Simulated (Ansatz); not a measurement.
Consider TiS₂ in the CdI2 type structure (space group P-3m1, No. 164; a = 3.298 Å, c = 5.341 Å; layered, stacked along the Cartesian z axis).

All numbers come from PBEsol-D3(BJ) (Ansatz, an electronic-structure program, PAW, no SOC).

Now apply this change: every Ti is replaced by Hf; the structure is relaxed again.

Measured lattice parameter a: TiS2 3.4073 Å (temperature not stated; as listed in R.R. Chianelli, J.C. Scanlon, A.H. Thompson, Materials Research Bulletin (1975)); HfS2 3.635 Å (temperature not stated; as listed in Torbjörn Björkman, The Journal of Chemical Physics (2014)).

Question: How well does PBEsol-D3(BJ) reproduce the measured shift?

Answer: With PBEsol-D3(BJ) the lattice parameter a moves by +0.250 Å (3.298 → 3.548) against +0.228 Å measured.

Stability against distortions was not tested. All final runs are without spin polarisation.
